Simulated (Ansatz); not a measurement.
## Relaxing a trial structure of BH7Si2

The starting geometry of this gas-phase singlet was optimised with GFN2-xTB; its bonds are those of `[BH3-][SiH+][SiH3]`.

```xyz
10

B    -0.7776    2.4560   -0.2377
Si   -1.0687    1.2476    1.2739
Si   -1.0771   -1.0684    1.5360
H    -0.5730    1.8017   -1.2240
H     0.1677    3.1517    0.0158
H    -1.7583    3.1356   -0.3713
H    -1.3660    1.6630    2.6797
H    -2.3514   -1.6349    2.0062
H    -0.8133   -1.7241    0.2479
H    -0.0509   -1.5872    2.4543
```

Question: Predict what becomes of its bonds when it is optimised with PBE0-D3(BJ)/pcseg-1.

Answer: A new bond forms, giving a structure with H5 bridging B1 and Si2, given below by its coordinates. Distances that change by over a tenth: B1–H5 (1.20 → 1.41 Å). Contacts that close: Si2–H5 (2.60 → 1.66 Å).

The energy falls by 0.81 eV over 21 steps:

| step | E − E(last) (eV) |
| --- | --- |
| 1 | 0.809 |
| 3 | 0.643 |
| 5 | 0.628 |
| 8 | 0.437 |
| 10 | 0.134 |
| 12 | 0.036 |
| 14 | 0.001 |
| 17 | 0.000 |
| 19 | 0.000 |
| 21 | 0.000 |

Final geometry (Å):

```tsv
atom	x (Å)	y (Å)	z (Å)
B	-1.0734	2.3196	-0.3268
Si	-1.4256	1.3176	1.2488
Si	-0.9707	-0.9730	1.4534
H	-0.8515	1.7136	-1.3381
H	-0.0455	1.9503	0.5706
H	-1.1474	3.5161	-0.2882
H	-1.4737	2.0004	2.5786
H	-2.2132	-1.6547	1.9251
H	-0.5866	-1.5136	0.1182
H	0.1189	-1.2352	2.4393
```

Frequencies at the end are all real (lowest 84 cm⁻¹). Run with Ansatz 0.2.0, 31 s on 2 threads of Intel(R) Xeon(R) Processor @ 2.70GHz (shared host).
